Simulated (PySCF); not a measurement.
# Checking a proposed structure

A compound C3H7NO gives the data below (simulated from a calculation) and was assigned the structure `CCC(N)=O`.

¹³C{¹H} NMR (computed): δ 169.1 (C), 28.0 (CH3), 22.9 (CH3).

¹H NMR (500 MHz, computed): δ 4.31 (br, 1H), 2.66 (d, J = 5.2 Hz, 3H), 1.70 (s, 3H).

- spin–spin couplings from B3LYP/pcJ-1 (spin–dipole term only in couplings to heteroatoms)
- coordinates at the PBE0-D3(BJ)/def2-SVP level
- PBE0/pcSseg-1 with gauge-including orbitals
- run in PySCF 2.14
- one computed conformer, in vacuum, no relativistic terms, one averaged value for each set of equivalent atoms

References, each an isolated molecule treated in the same way: ¹H and ¹³C against TMS.

(1) Compare with the shifts computed for the proposed structure, pairing carbons in order of shift.

(2) Which isomer fits?

Results:

(1) Atoms are numbered as in `[CH3:1][CH2:2][C:3]([NH2:4])=[O:5]`. Each H is labelled by its parent atom.

| atom | computed for proposal | given list | difference |
| --- | --- | --- | --- |
| C3 | 172.2 | 169.1 | +3.1 |
| C2 | 28.3 | 28.0 | +0.3 |
| C1 | 9.6 | 22.9 | -13.3 |

The rms difference is 7.9 ppm and the largest -13.3 ppm at C1 (methyl carbon). The carbon types in order of shift don't match either: C, CH2, CH3 for the proposal against C, CH3, CH3 in the data. The proposal doesn't fit.

(2) N-Methylacetamide (CNC(C)=O).

1. Carbon types of the structure: 1 × C, 2 × CH3, leaving 1 H on heteroatoms.
2. δC 169.1: amide carbonyl carbon; it is a carbonyl in resonance with an O or N lone pair, the region of acids, esters and amides.
3. δC 22.9: methyl carbon α to a carbonyl; α to the electron-withdrawing carbonyl group.
4. δH 4.31: hydrogen on an amide-type nitrogen; exchangeable; this is the value without hydrogen bonding to other molecules.
5. δH 1.70: hydrogen on a methyl carbon α to a carbonyl; α to C=O.

The data come from this structure; uniqueness wasn't tested.

The OH or NH signal is concentration- and solvent-dependent in practice; the value given is the gas-phase one. Amide-type NH protons are broadened by 14N but still split neighbouring CH signals. Multiplet labels drop couplings under 1 Hz and merge nearly equal ones. Shifts are as computed. Against solution values, carbons near 30 ppm lie about +2 ppm off and those near 130 ppm about +5 ppm. Of 1211 compounds with measured shifts, 218 miss one by over three times the rms of a fit or turn the order of signals round; such compounds aren't used in these exercises. Hydrogen bonding in solution deshields acid and N–H amide carbonyl carbons by as much as 10 ppm beyond these values.
